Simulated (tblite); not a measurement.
(CH3CH2)2CHF, C5H11F.
Cartesian coordinates in Å at the GFN2-xTB level; atoms count from 1:
```xyz
17
C5H11F angstrom
C     -2.514    0.380    0.211
C     -1.281   -0.514    0.285
C      0.003    0.263    0.010
F     -0.049    0.757   -1.285
C      1.258   -0.595    0.150
C      2.530    0.219   -0.062
H     -3.417   -0.205    0.361
H     -2.570    0.860   -0.763
H     -2.471    1.154    0.974
H     -1.205   -0.965    1.275
H     -1.363   -1.315   -0.452
H      0.066    1.150    0.655
H      1.209   -1.398   -0.587
H      1.261   -1.043    1.145
H      2.619    0.993    0.697
H      2.511    0.694   -1.039
H      3.405   -0.423   -0.006
```

Level: GFN2-xTB in tblite, geometry and Hessian alike; calculated harmonic values, unscaled, isolated species. Against measured fundamentals such values can be off by several per cent, at times by over 20. One conformer, not necessarily the lowest.

Harmonic wavenumbers (cm⁻¹): 78.6, 89.5, 175.8, 213.0, 221.5, 291.4, 382.9, 464.2, 489.5, 800.5, 807.1, 891.8, 968.1, 978.1, 1038.8, 1066.7, 1102.0, 1126.7, 1139.3, 1159.3, 1237.3, 1258.5, 1259.1, 1313.6, 1338.5, 1352.4, 1414.1, 1416.0, 1468.1, 1475.7, 1499.0, 1499.3, 1501.8, 1502.4, 2899.8, 2983.9, 2988.8, 2991.1, 2997.8, 3032.6, 3035.0, 3040.6, 3043.1, 3048.5, 3050.5.

A = 7433, B = 1922, C = 1677 MHz; mass 90.084 u (most abundant isotopes); point group Cs, symmetry number 1.

Task: Zero-point energy?

Result: Half the sum of the wavenumbers: 33066 cm⁻¹ = 395.56 kJ/mol.

Task: Entropy at 298.15 K, 1 bar (ideal gas, RRHO, classical rotation)?

Result: Translation 164.99, rotation 112.96, vibration 80.66: S = 358.6 J/(mol K).

Task: And Cp and H(298.15 K) − H(0)?

Result: Cp = 121.48 J/(mol K), of which vibrations give 88.22 (their classical limit is 45 R = 374.2); H(298.15 K) − H(0) = 23.03 kJ/mol without the zero-point energy, 13.12 from vibrations.

Task: How do the functions run with temperature in this model?

Result: 
```csv
T (K),S (J/(mol K)),Cp (J/(mol K)),H − H(0) (kJ/mol),G − H(0) (kJ/mol),ln q(vib)
100,262.8,65.0,4.69,-21.59,0.91
200,316.5,92.2,12.60,-50.71,2.66
300,359.4,122.1,23.26,-84.55,4.44
500,437.4,187.8,54.38,-164.32,8.03
800,542.4,258.9,122.25,-311.69,13.48
1000,603.8,291.0,177.40,-426.42,17.02
```

q(vib) and H(0) count from the zero-point level.

Task: Blend soft modes into free rotors: weight 1/[1 + (100 cm⁻¹/ν̃)⁴] for the oscillator and the rest for a rotor with moment μB/(μ + B), μ = h/(8π²ν), B = 10⁻⁴⁴ kg m². What vibrational entropy results?

Result: 76.38 J/(mol K) in place of 80.66, which changes −T·S at 298.15 K by +1.27 kJ/mol.

Task: What must be added to the electronic energy to get the Gibbs energy at 298.15 K and 1 bar?

Result: ZPE + [H(298.15 K) − H(0)] − T·S = 395.56 + 23.03 − 106.92 = 311.67 kJ/mol.

Task: Which modes carry the vibrational entropy at 298.15 K?

Result: 78.6 cm⁻¹: 16.42; 89.5 cm⁻¹: 15.36; 175.8 cm⁻¹: 9.93; 213.0 cm⁻¹: 8.44; 221.5 cm⁻¹: 8.15; 291.4 cm⁻¹: 6.13 J/(mol K); the other 39 give 16.22 together.

Hindered rotation and anharmonicity are outside this model. Other conformers, if any are populated, would add a mixing term that is left out.
